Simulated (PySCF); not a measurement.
C3H5Cl.
Bonds: C1–C2 (double), C2–C3, C3–Cl4. Hydrogens: H5, H6 on C1; H7 on C2; H8, H9 on C3.

All values: wB97X-D/pcSseg-2 (PySCF, non-relativistic), on one gas-phase PBE0-D3(BJ)/def2-TZVP geometry that isn't relaxed in the solvent. The solvent is an IEF-PCM continuum (cavity from Bondi-type radii × 1.2). The model holds no explicit solvent molecules, cavitation or dispersion.

Gas phase at wB97X-D/pcSseg-2: HOMO -9.81 eV, LUMO 1.33 eV, dipole 2.05 D.

What does the continuum do to the energy, the frontier levels and the dipole at wB97X-D/pcSseg-2 in chloroform?

```csv
solvent,ε,E(solvent) − E(gas) (kcal/mol),polarisation term (kcal/mol),distortion of the solute (kcal/mol),HOMO (eV),LUMO (eV),dipole (D)
chloroform,4.711,-2.50,-2.79,0.29,-9.70,1.44,2.50
```

The polarisation term is half the interaction of the solute with the surface charges that it induces; the rest is the cost of distorting the solute's density. The sum is the electrostatic part of solvation alone.

Which radius a makes the point-dipole formula ΔE = −[(ε − 1)/(2ε + 1)]·μ²/a³ give the value in chloroform, with the gas-phase dipole?

μ = 0.806 au and |ΔE| = 0.00399 Eh give a = 2.05 Å; the farthest nucleus lies 2.46 Å from the centroid of the nuclei, so such a sphere wouldn't even hold the nuclei. The formula assumes a rigid point dipole at the centre of a sphere.

Hardware: AMD EPYC 7R43, one thread, shared host with 256 logical CPUs at a one-minute load of 72. Cost: 21 s of wall time, 1.2 GiB resident at most. This is the whole shielding run at wB97X-D/pcSseg-2 in chloroform, SCF included.

Shape of the structure used: `[CH2:1]=[CH:2][CH2:3][Cl:4]`: C1–C2–C3–Cl4 -120°.

wB97X-D is run here without its empirical dispersion term; that term would change no orbital, density or response property at a fixed geometry.
